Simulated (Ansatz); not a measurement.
Results of BLYP (PAW; Ansatz, a quantum-chemistry and plane-wave program) for chalcopyrite ZnGeP2.

Settings: plane-wave cutoff 520 eV, 10×10×10 k mesh, Fermi–Dirac smearing 0.01 eV, scalar-relativistic PAW data made under PBE.

Cell (measured lattice):

Space group I-42d (No. 122); a = 5.4600 Å, b = 5.4600 Å, c = 10.7100 Å, α = 90.00°, β = 90.00°, γ = 90.00°

```json
[
 {"atom": "Zn", "site": "4a", "symmetry": "-4..", "x": "0.0000", "y": "0.0000", "z": "0.0000"},
 {"atom": "Ge", "site": "4b", "symmetry": "-4..", "x": "0.0000", "y": "0.0000", "z": "0.5000"},
 {"atom": "P", "site": "8d", "symmetry": ".2.", "x": "0.2522", "y": "0.2500", "z": "0.1250"}
]
```
(The calculation used a cell of 8 atoms; values per cell refer to that cell.)

Task: Give the computed band gap and smallest direct gap on the k points sampled.

Result: 
band gap: 1.17 eV (indirect)
smallest direct gap on the k points sampled: 1.23 eV

Measured, for comparison: band gap 2.05 eV (temperature not stated, not corrected to a static lattice, pseudodirect, our sources range from 1.80 to 2.20; as tabulated in Rashkeev et al. (1999), arXiv:cond-mat/9809378).

Note: cell and atoms aren't relaxed at this level (pressure 6.2 GPa).

Spin–orbit coupling is not included.
